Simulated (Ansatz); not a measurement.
## Relaxing a trial structure of H2Si3

The starting geometry of this gas-phase singlet was optimised with GFN2-xTB.

```xyz
5

Si   -2.5816   -2.5412    4.1629
Si   -2.0196   -1.3890    2.4349
Si   -1.4034   -0.1910    0.7120
H    -1.1459   -0.5925   -0.6948
H    -1.1073    1.2633    0.6911
```

Q: Predict what it relaxes into with PBE0-D3(BJ)/pcseg-1.

A: A new bond forms, giving a structure given below by its coordinates. Contacts that close: Si1–Si3 (4.34 → 2.44 Å).

The energy falls by 0.98 eV over 25 steps:

```json
{"step": "1", "E − E(last) (eV)": "0.979"}
{"step": "4", "E − E(last) (eV)": "0.911"}
{"step": "6", "E − E(last) (eV)": "0.903"}
{"step": "9", "E − E(last) (eV)": "0.808"}
{"step": "12", "E − E(last) (eV)": "0.517"}
{"step": "14", "E − E(last) (eV)": "0.416"}
{"step": "17", "E − E(last) (eV)": "0.268"}
{"step": "20", "E − E(last) (eV)": "0.010"}
{"step": "22", "E − E(last) (eV)": "0.001"}
{"step": "25", "E − E(last) (eV)": "0.000"}
```

Final geometry (Å):

```tsv
atom	x (Å)	y (Å)	z (Å)
Si	-1.7996	-0.9246	3.3923
Si	-3.0353	-1.9669	1.8503
Si	-1.5234	-0.5493	0.9921
H	-1.4261	-0.3838	-0.4862
H	-0.4734	0.3743	1.5576
```

Frequencies at the end are all real (lowest 139 cm⁻¹). Run with Ansatz 0.2.0, 22 s on 1 thread of Intel(R) Xeon(R) 6975P-C (Granite Rapids) (shared host).
